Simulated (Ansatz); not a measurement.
**What each rung costs, and what it gives**

The pair of N2 (SMILES N#N, atoms 1–2) and SO2 (SMILES O=S=O, atoms 3–5), both closed shells, in one local arrangement (a lower one may exist), relaxed at PBE0-D4/def2-TZVP:

```csv
atom,x (Å),y (Å),z (Å)
N1,0.0975,0.3452,-2.7441
N2,-0.2851,0.1194,-1.7497
O3,0.6350,-1.2611,1.3397
S4,-0.4005,-0.2943,1.5430
O5,-0.0469,1.0909,1.6111
```

Interaction energies are counterpoise-corrected; the time is that of the whole pair.

Program: Ansatz 0.2.0. Basis: as named in each row. Cores are frozen in the correlated methods. B3LYP uses VWN-RPA correlation. Extrapolation: Hartree–Fock as exp(−7.88 √X), correlation as X^−2.97.

Times are rough, for one single point on 4 threads of a shared host (Intel Xeon Platinum 8375C).

The estimate by CCSD(T) at an estimated basis limit (MP2 extrapolated from triple and quadruple zeta, plus CCSD(T) − MP2 in triple zeta) is -1.02 kcal/mol.

```json
{"method": "HF", "basis": "STO-3G", "time (s)": "under 1", "interaction energy (kcal/mol)": "-0.99", "method less estimate": "0.03"}
{"method": "PBE-D4", "basis": "STO-3G", "time (s)": "under 1", "interaction energy (kcal/mol)": "-1.38", "method less estimate": "-0.36"}
{"method": "SPW92", "basis": "def2-SVP", "time (s)": "under 1", "interaction energy (kcal/mol)": "-1.56", "method less estimate": "-0.54"}
{"method": "PBE-D4", "basis": "def2-SVP", "time (s)": "under 1", "interaction energy (kcal/mol)": "-1.25", "method less estimate": "-0.23"}
{"method": "B3LYP-D4", "basis": "6-31G", "time (s)": "under 1", "interaction energy (kcal/mol)": "-1.90", "method less estimate": "-0.88"}
{"method": "PBE0-D4", "basis": "def2-SVP", "time (s)": "under 1", "interaction energy (kcal/mol)": "-1.28", "method less estimate": "-0.26"}
{"method": "PBE-D4", "basis": "def2-TZVPPD", "time (s)": "1", "interaction energy (kcal/mol)": "-1.19", "method less estimate": "-0.17"}
{"method": "CCSD(T)", "basis": "def2-SVP", "time (s)": "1", "interaction energy (kcal/mol)": "-0.61", "method less estimate": "0.40"}
{"method": "revPBE-D4", "basis": "def2-TZVPPD", "time (s)": "1", "interaction energy (kcal/mol)": "-1.04", "method less estimate": "-0.02"}
{"method": "BLYP-D4", "basis": "def2-TZVPPD", "time (s)": "1", "interaction energy (kcal/mol)": "-0.99", "method less estimate": "0.02"}
{"method": "wB97M-V", "basis": "def2-SVP", "time (s)": "1", "interaction energy (kcal/mol)": "-1.25", "method less estimate": "-0.24"}
{"method": "PBE0-D4", "basis": "def2-TZVPPD", "time (s)": "1", "interaction energy (kcal/mol)": "-1.13", "method less estimate": "-0.11"}
{"method": "r2SCAN-D4", "basis": "def2-TZVPPD", "time (s)": "2", "interaction energy (kcal/mol)": "-0.96", "method less estimate": "0.06"}
{"method": "B3LYP-D4", "basis": "def2-TZVPPD", "time (s)": "2", "interaction energy (kcal/mol)": "-1.11", "method less estimate": "-0.09"}
{"method": "HSE06-D4", "basis": "def2-TZVPPD", "time (s)": "2", "interaction energy (kcal/mol)": "-1.13", "method less estimate": "-0.11"}
{"method": "B97M-V", "basis": "def2-TZVPPD", "time (s)": "3", "interaction energy (kcal/mol)": "-1.06", "method less estimate": "-0.04"}
{"method": "B2PLYP", "basis": "def2-TZVPPD", "time (s)": "3", "interaction energy (kcal/mol)": "-0.50", "method less estimate": "0.52"}
{"method": "wB97X-V", "basis": "def2-TZVPPD", "time (s)": "3", "interaction energy (kcal/mol)": "-1.08", "method less estimate": "-0.07"}
{"method": "wB97M-V", "basis": "def2-TZVPPD", "time (s)": "3", "interaction energy (kcal/mol)": "-1.03", "method less estimate": "-0.01"}
{"method": "MP2", "basis": "def2-QZVPPD", "time (s)": "6", "interaction energy (kcal/mol)": "-1.13", "method less estimate": "-0.12"}
{"method": "CCSD(T)", "basis": "def2-TZVPPD", "time (s)": "32", "interaction energy (kcal/mol)": "-0.89", "method less estimate": "0.13"}
```

No T1 diagnostic of these runs exceeds 0.022. The restricted Hartree–Fock reference is unstable towards an unrestricted one at one or more of these structures.
